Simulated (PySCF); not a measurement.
**SiCl+: bond curves at several levels of theory, part 1 of 2**

What are the lowest state that PBE0 finds, the bond length, vibrational wavenumber and bond energy of SiCl+, and how much do these hang on the method?

Program: PySCF 2.14.0. Level of theory: Si pcseg-1, Cl pcseg-1, no relativity. These are calculated values, not measurements.

### 1 Set-up

Settings of the job:

* atoms: Si, Cl
* charge: 1
* basis: Si pcseg-1, Cl pcseg-1
* Hamiltonian: no relativity
* basis functions: 36
* electrons treated: 30
* masses in u: 27.9769, 34.9689
* levels: PBE0, PBE, r²SCAN, BP86, B2PLYP, TPSS, ωB97X, HF, MP2, SCS-MP2, CCSD, CCSD(T)
* grid: 80 radial by 434 angular points
* occupations: held fixed by the projection of orbital angular momentum
* dissociation limit: Si+ + Cl, each in its ground configuration
* starting distance in angstrom: 2.185
* values of 2S to try: 0, 2

Launch:

```sh
OMP_NUM_THREADS=1 python dia.py task.json out
```

The job searches for the state first and then visits each distance with every level. Its results follow level by level.

### 2 Which determinant to follow

Unrestricted PBE0 solutions at 2.185 Å, counted from the lowest. The search isn't exhaustive.

| 2Ms+1 | unpaired | term | E (eV) | ⟨S²⟩ | ⟨Lz²⟩ | μ (D) |
| --- | --- | --- | --- | --- | --- | --- |
| 1 | none | ¹Σ⁺ | 0.00 | 0.00 | 0.00 | -5.14 |
| 3 | σ ↑, π ↑ | ³Π | 3.40 | 2.01 | 1.00 | -4.68 |
| 3 | π ↑↑ | not assigned | 4.04 | 2.01 | 2.01 | -0.75 |
| 3 | π ↑↑ | not assigned | 4.22 | 2.01 | 2.01 | -0.82 |
| 1 | π ↑↓ | not assigned | 4.25 | 1.01 | 2.01 | -0.84 |
| 3 | σ ↑↑ | ³Σ⁺ | 6.36 | 2.00 | 0.00 | -4.53 |

6 of 7 solutions are listed, lowest first.

A term symbol stands only where ⟨S²⟩ and ⟨Lz²⟩ are near those of a pure state. A positive dipole points from Si to Cl; in an ion it is taken about the centre of mass and does not tell which atom is negative.

The most promising solutions are followed along the bond (rough minima from three points):

| 2Ms+1 | unpaired | R at minimum (Å) | energy at minimum (eV) |
| --- | --- | --- | --- |
| 1 | none | 1.97 | 0.00 |
| 3 | σ ↑, π ↑ | 2.00 | 3.58 |

The search made 8 SCF attempts at the starting distance; with the short scans it took 3.5 s of wall time (1 thread of Arm Neoverse V2, shared host).

### 3 First curve: PBE0

State followed: ¹Σ⁺ (singlet), closed shell. The scan is laid around 1.971 Å.

Log of the SCF at 1.971 Å:

```text
******** <class 'pyscf.dft.uks_symm.SymAdaptedUKS'> ********
method = SymAdaptedUKS
initial guess = minao
damping factor = 0
level_shift factor = 0
DIIS = <class 'pyscf.scf.diis.CDIIS'>
diis_start_cycle = 1
diis_space = 10
diis_damp = 0
SCF conv_tol = 1e-09
SCF conv_tol_grad = None
SCF max_cycles = 60
direct_scf = False
max_memory 909 MB (current use 228 MB)
number electrons alpha = 15  beta = 15
XC library pyscf.dft.libxc version 7.0.0
    S. Lehtola, C. Steigemann, M. J.T. Oliveira, and M. A.L. Marques.,  SoftwareX 7, 1–5 (2018)
XC functionals = PBE0
    C. Adamo and V. Barone.,  J. Chem. Phys. 110, 6158 (1999)
    M. Ernzerhof and G. E. Scuseria.,  J. Chem. Phys. 110, 5029 (1999)
small_rho_cutoff = 0
Overwritten attributes  get_j get_occ get_jk get_k get_hcore  of <class 'pyscf.dft.uks_symm.SymAdaptedUKS'>
<class 'pyscf.dft.uks_symm.SymAdaptedUKS'> does not have attributes  refdm
Set gradient conv threshold to 3.16228e-05
init E= -749.108872602526
cycle= 1 E= -749.075884168157  delta_E= 0.033  |g|= 0.0239  |ddm|= 0.0717
cycle= 2 E= -749.075510427717  delta_E= 0.000374  |g|= 0.0338  |ddm|= 0.0857
cycle= 3 E= -749.076325583904  delta_E= -0.000815  |g|= 0.0039  |ddm|= 0.0522
cycle= 4 E= -749.076335270763  delta_E= -9.69e-06  |g|= 0.000582  |ddm|= 0.00528
cycle= 5 E= -749.076335536616  delta_E= -2.66e-07  |g|= 2.25e-05  |ddm|= 0.00097
cycle= 6 E= -749.076335536997  delta_E= -3.82e-10  |g|= 2.57e-06  |ddm|= 5.52e-05
Extra cycle  E= -749.076335536994  delta_E= 3.18e-12  |g|= 3.46e-06  |ddm|= 1.04e-05
converged SCF energy = -749.076335536994  <S^2> = 5.3290705e-15  2S+1 = 1
```

The curve and what changes along it:

| R (Å) | E (eV) | μ (D) | Mulliken charge of Si (e) | Mayer bond order | ⟨S²⟩ | HOMO (eV) | LUMO (eV) |
| --- | --- | --- | --- | --- | --- | --- | --- |
| 1.6951 | 1.4695 | -1.55 | 0.75 | 1.74 | 0.00 | -15.79 | -9.03 |
| 1.7739 | 0.6451 | -2.11 | 0.81 | 1.68 | 0.00 | -15.97 | -9.26 |
| 1.8527 | 0.1978 | -2.69 | 0.86 | 1.61 | 0.00 | -16.12 | -9.47 |
| 1.9119 | 0.0417 | -3.14 | 0.90 | 1.57 | 0.00 | -16.22 | -9.62 |
| 1.9710 | 0.0000 | -3.58 | 0.94 | 1.53 | 0.00 | -16.29 | -9.77 |
| 2.0301 | 0.0450 | -4.02 | 0.98 | 1.50 | 0.00 | -16.34 | -9.91 |
| 2.1090 | 0.2040 | -4.60 | 1.02 | 1.46 | 0.00 | -16.36 | -10.09 |
| 2.2075 | 0.5098 | -5.30 | 1.07 | 1.42 | 0.00 | -16.03 | -10.29 |
| 2.3258 | 0.9686 | -6.10 | 1.11 | 1.38 | 0.00 | -15.56 | -10.51 |
| 2.4835 | 1.6457 | -7.08 | 1.15 | 1.34 | 0.00 | -15.02 | -10.76 |

The fit gives Re = 1.967 Å, ωe = 663 cm⁻¹, ωexe = 2.32 cm⁻¹, αe = 0.00148 cm⁻¹, Be = 0.2803 cm⁻¹, De = 4.88 eV, μ = -3.55 D.

Orbitals nearest the gap at 1.971 Å:

| spin | orbital | ε (eV) | filled | made of |
| --- | --- | --- | --- | --- |
| both | σ | -30.92 | yes | Cl s 87 % |
| both | σ | -21.10 | yes | Si s 47 %, Cl p 39 %, Cl s 11 % |
| both | π | -17.16 | yes | Cl p 89 %, Si p 10 % |
| both | π | -17.16 | yes | Cl p 89 %, Si p 10 % |
| both | σ | -16.29 | yes | Si s 44 %, Cl p 30 %, Si p 26 % |
| both | π | -9.77 | no | Si p 90 %, Cl p 9 % |
| both | π | -9.77 | no | Si p 90 %, Cl p 9 % |
| both | σ | -5.85 | no | Si p 85 %, Cl p 11 % |

Polarisability there: 41.4 bohr³ along the bond, 21.3 across it. Without diffuse functions these come out too small, above all across the bond.

### 4 Orbitals, density and potential

Orbitals, density, ELF and potential are computed afterwards from the orbital file.

Frontier orbitals at PBE0, with the share of their density that lies nearest to each atom:

| orbital | energy (eV) | lies on |
| --- | --- | --- |
| HOMO-1 | -17.16 | Cl2 89 %; Si1 11 % |
| HOMO | -16.29 | Si1 68 %; Cl2 32 % |
| LUMO | -9.77 | Si1 85 %; Cl2 15 % |

ELF in a plane through or near 2 of the atoms.

Ten even steps from '0' (0.00) to '9' (1.00):
```
0000000000000000000000000000
0000000100000000000000000000
0000024433100000122210000000
0001478766421112344432100000
0002689887531113455542100000
0036999998743335677764210000
0178999987544567888876310000
0389999832113678778887520000
0499999514631787222488620000
0599999357960685286288630000
0599999357860685286288630000
0499999514731787211488620000
0389999832113678778887520000
0178999987544567888876310000
0036999998643335677764210000
0002689887531113455542100000
0001478766421112344432100000
0000024433100000122210000000
0000000100000000000000000000
0000000000000000000000000000
```
The map spans 7.2 Å across and 5.2 Å up, centred on the molecule. Atoms in the plane (x, y in Å): Si1 (-1.0, 0.0), Cl2 (1.0, 0.0).

log10 of the density (e/Å³) in the same plane.

Ten even steps from '0' (-4.0) to '9' (3.4):
```
0000000011111111111110000000
0000011111111111121111100000
0000112222222222222222110000
0011222233333333333322211100
0011223333333333333332221100
0112233344433334444433221100
0122334444444444555444322110
1122334445544455555554332210
1223344456665555666554432210
1223344567975555797654432210
1223344567975555797654432210
1223344456665555666554432210
1122334445544455555554332210
0122334444444444455444322110
0112233344433334444433221100
0011223333333333333332221100
0011222233333333333322211100
0001112222222222222222110000
0000011111111111121111100000
0000000011111111111110000000
```
The map spans 7.2 Å across and 5.2 Å up, centred on the molecule. Atoms in the plane (x, y in Å): Si1 (-1.0, 0.0), Cl2 (1.0, 0.0).

On the surface of density 0.002 e/bohr³ the electrostatic potential runs, from the 1st to the 99th percentile, from 4.93 V near Cl2 to 8.26 V near Si1.

### 5 Higher solutions at PBE0

State 2: ³Π (triplet), unpaired electrons σ ↑, π ↑, an excited solution.

The SCF at the reference distance, 1.971 Å, printed:

```text
[... 13 set-up lines left out, the same as in an earlier log ...]
max_memory 909 MB (current use 269 MB)
number electrons alpha = 16  beta = 14
[... 7 set-up lines left out, the same as in an earlier log ...]
init E= -748.975810473372
cycle= 1 E= -748.944311609397  delta_E= 0.0315  |g|= 0.0155  |ddm|= 0.0631
cycle= 2 E= -748.944343434712  delta_E= -3.18e-05  |g|= 0.016  |ddm|= 0.0455
cycle= 3 E= -748.94450952319  delta_E= -0.000166  |g|= 0.00351  |ddm|= 0.0262
cycle= 4 E= -748.944519078407  delta_E= -9.56e-06  |g|= 0.00107  |ddm|= 0.00688
cycle= 5 E= -748.944520906808  delta_E= -1.83e-06  |g|= 0.000172  |ddm|= 0.00366
cycle= 6 E= -748.944521009168  delta_E= -1.02e-07  |g|= 3.6e-05  |ddm|= 0.00106
cycle= 7 E= -748.944521013686  delta_E= -4.52e-09  |g|= 9.67e-06  |ddm|= 0.000194
cycle= 8 E= -748.944521014018  delta_E= -3.32e-10  |g|= 1.27e-06  |ddm|= 5.35e-05
Extra cycle  E= -748.944521014023  delta_E= -5e-12  |g|= 6.37e-07  |ddm|= 4.53e-06
converged SCF energy = -748.944521014023  <S^2> = 2.0049195  2S+1 = 3.0032779
```

Re = 1.993 Å, ωe = 586 cm⁻¹, ωexe = 5.05 cm⁻¹, αe = 0.00228 cm⁻¹, Be = 0.2731 cm⁻¹, μ = -4.06 D. Its minimum lies 3.58 eV above that of the lowest state.

Energy (eV) from the lowest point of the lowest state:

| R (Å) | lowest | state 2 |
| --- | --- | --- |
| 1.695 | 1.470 | 5.156 |
| 1.774 | 0.645 | 4.309 |
| 1.853 | 0.198 | 3.836 |
| 1.912 | 0.042 | 3.657 |
| 1.971 | 0.000 | 3.587 |
| 2.030 | 0.045 | 3.595 |
| 2.109 | 0.204 | 3.687 |
| 2.208 | 0.510 | 3.875 |
| 2.326 | 0.969 | 4.130 |
| 2.483 | 1.646 | 4.427 |

### 6 PBE (GGA)

Output of the SCF at 1.971 Å:

```text
[... 13 set-up lines left out, the same as in an earlier log ...]
max_memory 909 MB (current use 241 MB)
[... 3 set-up lines left out, the same as in an earlier log ...]
XC functionals = PBE
    J. P. Perdew, K. Burke, and M. Ernzerhof.,  Phys. Rev. Lett. 77, 3865 (1996)
    J. P. Perdew, K. Burke, and M. Ernzerhof.,  Phys. Rev. Lett. 78, 1396 (1997)
    J. P. Perdew, K. Burke, and M. Ernzerhof.,  Phys. Rev. Lett. 77, 3865 (1996)
    J. P. Perdew, K. Burke, and M. Ernzerhof.,  Phys. Rev. Lett. 78, 1396 (1997)
[... 2 set-up lines left out, the same as in an earlier log ...]
init E= -749.026248210707
cycle= 1 E= -749.026223287676  delta_E= 2.49e-05  |g|= 0.0375  |ddm|= 0.108
cycle= 2 E= -749.020805259999  delta_E= 0.00542  |g|= 0.0917  |ddm|= 0.187
cycle= 3 E= -749.0273222428  delta_E= -0.00652  |g|= 0.00133  |ddm|= 0.133
cycle= 4 E= -749.027323907293  delta_E= -1.66e-06  |g|= 0.000425  |ddm|= 0.00393
cycle= 5 E= -749.027324021773  delta_E= -1.14e-07  |g|= 0.000143  |ddm|= 0.000782
cycle= 6 E= -749.027324034887  delta_E= -1.31e-08  |g|= 2.38e-05  |ddm|= 0.000166
cycle= 7 E= -749.027324035348  delta_E= -4.61e-10  |g|= 7.1e-07  |ddm|= 3.66e-05
Extra cycle  E= -749.027324035347  delta_E= 4.55e-13  |g|= 7.22e-07  |ddm|= 3.85e-06
converged SCF energy = -749.027324035347  <S^2> = 1.0658141e-14  2S+1 = 1
```

Re = 1.990 Å, ωe = 628 cm⁻¹, ωexe = 2.35 cm⁻¹, αe = 0.00152 cm⁻¹, Be = 0.2738 cm⁻¹, De = 5.13 eV, μ = -3.45 D. 4 s of CPU time for 12 points, integrals apart.

### 7 r²SCAN

The SCF at the reference distance, 1.971 Å, printed:

```text
[... 17 set-up lines left out, the same as in an earlier log ...]
XC functionals = R2SCAN
    J. W. Furness, A. D. Kaplan, J. Ning, J. P. Perdew, and J. Sun.,  J. Phys. Chem. Lett. 11, 8208-8215 (2020)
    J. W. Furness, A. D. Kaplan, J. Ning, J. P. Perdew, and J. Sun.,  J. Phys. Chem. Lett. 11, 9248-9248 (2020)
    J. W. Furness, A. D. Kaplan, J. Ning, J. P. Perdew, and J. Sun.,  J. Phys. Chem. Lett. 11, 8208-8215 (2020)
    J. W. Furness, A. D. Kaplan, J. Ning, J. P. Perdew, and J. Sun.,  J. Phys. Chem. Lett. 11, 9248-9248 (2020)
[... 2 set-up lines left out, the same as in an earlier log ...]
init E= -749.28581604376
cycle= 1 E= -749.286019094644  delta_E= -0.000203  |g|= 0.0172  |ddm|= 0.0785
cycle= 2 E= -749.285128847095  delta_E= 0.00089  |g|= 0.038  |ddm|= 0.0819
cycle= 3 E= -749.286248237165  delta_E= -0.00112  |g|= 0.000951  |ddm|= 0.0559
cycle= 4 E= -749.286248832594  delta_E= -5.95e-07  |g|= 0.000107  |ddm|= 0.0014
cycle= 5 E= -749.286248838488  delta_E= -5.89e-09  |g|= 3.55e-05  |ddm|= 0.000162
cycle= 6 E= -749.286248839626  delta_E= -1.14e-09  |g|= 1.64e-06  |ddm|= 6.91e-05
cycle= 7 E= -749.286248839627  delta_E= -6.82e-13  |g|= 1.75e-07  |ddm|= 3e-06
Extra cycle  E= -749.286248839627  delta_E= -4.55e-13  |g|= 3.99e-07  |ddm|= 8.19e-07
converged SCF energy = -749.286248839627  <S^2> = 5.3290705e-15  2S+1 = 1
```

Re = 1.972 Å, ωe = 653 cm⁻¹, ωexe = 2.42 cm⁻¹, αe = 0.00153 cm⁻¹, Be = 0.2789 cm⁻¹, De = 5.03 eV, μ = -3.40 D.

### 8 BP86

Output of the SCF at 1.971 Å:

```text
[... 13 set-up lines left out, the same as in an earlier log ...]
max_memory 909 MB (current use 248 MB)
[... 3 set-up lines left out, the same as in an earlier log ...]
XC functionals = B88,P86
    A. D. Becke.,  Phys. Rev. A 38, 3098 (1988)
    J. P. Perdew.,  Phys. Rev. B 33, 8822 (1986)
[... 2 set-up lines left out, the same as in an earlier log ...]
init E= -749.428901413854
cycle= 1 E= -749.428997452409  delta_E= -9.6e-05  |g|= 0.0358  |ddm|= 0.114
cycle= 2 E= -749.42394719122  delta_E= 0.00505  |g|= 0.0884  |ddm|= 0.182
cycle= 3 E= -749.430010036476  delta_E= -0.00606  |g|= 0.00151  |ddm|= 0.128
cycle= 4 E= -749.4300121801  delta_E= -2.14e-06  |g|= 0.000429  |ddm|= 0.00425
cycle= 5 E= -749.430012290233  delta_E= -1.1e-07  |g|= 0.000142  |ddm|= 0.000729
cycle= 6 E= -749.4300123034  delta_E= -1.32e-08  |g|= 2.06e-05  |ddm|= 0.000172
cycle= 7 E= -749.430012303741  delta_E= -3.41e-10  |g|= 5.43e-07  |ddm|= 3.07e-05
Extra cycle  E= -749.430012303741  delta_E= -4.55e-13  |g|= 3.4e-07  |ddm|= 2.4e-06
converged SCF energy = -749.430012303741  <S^2> = 3.5527137e-15  2S+1 = 1
```

Re = 1.993 Å, ωe = 624 cm⁻¹, ωexe = 2.35 cm⁻¹, αe = 0.00153 cm⁻¹, Be = 0.2732 cm⁻¹, De = 5.08 eV, μ = -3.49 D. 3.2 s of CPU time for 12 points, integrals apart.

(Continued in part 2 of 2.)
